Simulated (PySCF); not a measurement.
**Unknowns**

Method: PBE0/pcSseg-1 with gauge-including orbitals, J couplings at B3LYP/pcJ-1 (spin–dipole term left out of most H,H and C,H couplings), coordinates at the GFN2-xTB level, in PySCF (relativity neglected, a single conformation, rapidly exchanging positions averaged, no solvent).

Chemical shifts δ = σref − σ; TMS for 1H (σ = 31.72 ppm) and 13C (σ = 186.93 ppm), all at this level. Multiplet labels drop J under 1 Hz and among equivalent protons, and merge close values. Unscaled 3J(H,H) run several per cent high. Where no couplings were computed, multiplicities follow the n + 1 count of equivalent neighbours, and m marks all less simple cases (inequivalent or close neighbours, rings, F or P nearby). Shifts are as computed. Against solution values, carbons near 30 ppm lie about +3 ppm off and those near 130 ppm about +5 ppm. Of 1211 compounds with measured shifts, 218 miss one by over three times the rms of a fit or turn the order of signals round; such compounds aren't used in these exercises. OH and NH positions are gas-phase values without hydrogen bonding to other molecules.

Problem. C4H10N2. 1H NMR (400 MHz, computed): δ 3.24 (s, 4H), 2.40 (s, 6H). 13C{1H} NMR (computed): δ 52.3 (CH2), 48.0 (CH3). Identify the compound.

Solution. 1,2-Dimethyl-1,2-Diazetidine (SMILES CN1CCN1C). Rings plus π bonds: 1 (1 ring in the answer). 2 carbon signals for 4 carbons: some carbons are equivalent by symmetry or fast rotation. Carbon types of the structure: 2 × CH2, 2 × CH3, which accounts for all hydrogens. δC 52.3: sp3 CH2 bonded to N; pulled downfield by the heteroatom. δC 48.0: methyl carbon bonded to N; the inductive effect lowers its shielding. δH 3.24: hydrogen on an sp3 CH2 bonded to N; its carbon carries N, which withdraws density. δH 2.40: hydrogen on a methyl carbon bonded to N; its carbon carries N, which withdraws density.

The shifts were computed for this structure.

Problem. C4H10N2. 1H NMR (300 MHz, computed): δ 3.96 (br s, 1H), 3.21 (s, 3H), 1.97 (s, 3H), 1.59 (s, 3H). 13C{1H} NMR (computed): δ 134.0 (C), 41.1 (CH3), 29.8 (CH3), 14.5 (CH3). Give a structure.

Solution. SMILES CNN=C(C)C. Rings plus π bonds: 1 (no ring in the answer). 4 carbon signals for 4 carbons: no two carbons are equivalent. Carbon types of the structure: 1 × C, 3 × CH3, leaving 1 H on heteroatoms. δC 134.0: C=N carbon. δC 41.1: methyl carbon bonded to N; pulled downfield by the heteroatom. δC 29.8, 14.5: methyl carbon; saturated and bonded to C and H only. δH 3.21: hydrogen on a methyl carbon bonded to N; its carbon carries N, hence the downfield position.

The shifts were computed for this structure.

Problem. C4H10N2. 1H NMR (400 MHz, computed): δ 6.55 (m, 1H), 3.78 (m, 1H), 3.45 (m, 1H), 2.79 (s, 3H), 2.72 (br s, 1H), 2.57 (s, 3H). 13C{1H} NMR (computed): δ 149.8, 82.4, 36.7, 35.8. What is it?

Solution. SMILES C=CN(C)NC. Rings plus π bonds: 1 (no ring in the answer). 4 carbon signals for 4 carbons: no two carbons are equivalent. Carbon types of the structure: 1 × CH, 1 × CH2, 2 × CH3, leaving 1 H on heteroatoms. δC 149.8: alkene carbon bearing nitrogen; an sp2 carbon further deshielded by the attached heteroatom. δC 82.4: β carbon of an enol-ether or enamine type C=C; the O or N lone pair pushes π density onto this β carbon and shields it. δC 36.7, 35.8: methyl carbon bonded to N; the inductive effect lowers its shielding. δH 6.55: hydrogen on an alkene carbon bearing nitrogen; olefinic region.

The data come from this structure; uniqueness wasn't tested.
